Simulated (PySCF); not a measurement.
Ligands exchanged one at a time, Al H-Cl. All species are isolated molecules in the gas phase. Strings in code marks are SMILES.

The numbers are results of ωB97X-D3(BJ)/def2-TZVP // PBE0-D3(BJ)/def2-TZVP (PySCF), not measurements. Delta-SCF ions had no search for a lower state. 

```json
[
 {"species": "0 of 3 H replaced by Cl", "dipole moment (D)": "0.00", "vertical ionisation energy (Delta-SCF) (eV)": "11.51", "HOMO–LUMO gap (eV)": "11.24"},
 {"species": "1 of 3 H replaced by Cl (`[AlH2][Cl]`)", "dipole moment (D)": "1.27", "vertical ionisation energy (Delta-SCF) (eV)": "___", "HOMO–LUMO gap (eV)": "___"},
 {"species": "2 of 3 H replaced by Cl (`[AlH]([Cl])[Cl]`)", "dipole moment (D)": "1.04", "vertical ionisation energy (Delta-SCF) (eV)": "12.03", "HOMO–LUMO gap (eV)": "12.29"},
 {"species": "3 of 3 H replaced by Cl", "dipole moment (D)": "0.00", "vertical ionisation energy (Delta-SCF) (eV)": "12.07", "HOMO–LUMO gap (eV)": "___"}
]
```

**Question.** Complete the blanks.

**Answer.** 
- 1 of 3 H replaced by Cl (`[AlH2][Cl]`), vertical ionisation energy (Delta-SCF) (eV): 11.35
- 1 of 3 H replaced by Cl (`[AlH2][Cl]`), HOMO–LUMO gap (eV): 11.31
- 3 of 3 H replaced by Cl, HOMO–LUMO gap (eV): 12.63
